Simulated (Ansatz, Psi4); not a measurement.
# C3H3F3 (3,3,3-trifluoropropene): from total energies to a heat of formation

C3H3F3: 9 atoms, total charge 0, spin state singlet. As SMILES, `C=CC(F)(F)F`. The coordinates come from a PBE0-D4/def2-TZVP relaxation.

Total energies at wB97X-V/def2-SVP (Psi4 1.11); the atoms run unrestricted:

| species | state | energy (Eh) |
| --- | --- | --- |
| C3H3F3 | singlet | -415.191894 |
| C | triplet | -37.802044 |
| F | doublet | -99.606301 |
| H | doublet | -0.499622 |

Harmonic wavenumbers at PBE0-D4/def2-TZVP, in cm⁻¹: 91, 272, 318, 433, 520, 553, 639, 728, 827, 1002, 1021, 1032, 1174, 1197, 1306, 1329, 1455, 1744, 3174, 3206, 3266.

Measured heats of formation of the gaseous atoms at 298.15 K, in kJ/mol: C 716.9, F 79.4, H 218.0. Spin-orbit lowering of the atoms at 298 K (mean of the ground term's levels less their thermal mean, from spectra), in kJ/mol: C 0.02, F 1.29. Take 1 Eh = 2625.50 kJ/mol, 1 cm⁻¹ = 0.0119627 kJ/mol, RT = 2.479 kJ/mol.

Problem. Work out the heat of formation of the gas at 298 K.

Solution. 
1. Electronic atomisation energy: 3 × (-37.802044) + 3 × (-99.606301) + 3 × (-0.499622) − (-415.191894) = 1.467993 Eh = 3854.2 kJ/mol.
2. Zero-point energy: half the sum of the wavenumbers, 12643.5 cm⁻¹ = 151.2 kJ/mol.
3. Thermal vibrational enthalpy, Σ hcν̃/(exp(hcν̃/kT) − 1): 7.3 kJ/mol. Translation, rotation and pV of a non-linear molecule: 4 RT = 9.9 kJ/mol.
4. The 9 free atoms carry 5/2 RT each: 55.8 kJ/mol.
5. Spin-orbit coupling lowers the free atoms by 3 × 0.02 + 3 × 1.29 = 3.9 kJ/mol.
6. Atomisation enthalpy at 298 K: 3854.2 − 3.9 − 151.2 − 7.3 − 9.9 + 55.8 = 3737.7 kJ/mol.
7. Sum of the atoms' heats of formation: 3042.9 kJ/mol. Heat of formation: 3042.9 − 3737.7 = -694.8 kJ/mol.

The tabulated value is -614.2 kJ/mol (CRC Handbook of Chemistry and Physics), so this level is off by -80.6 kJ/mol, or 2.2 % of the atomisation enthalpy that the table implies (3656.9 kJ/mol). Anharmonicity and any spin-orbit splitting of the molecule are left out.
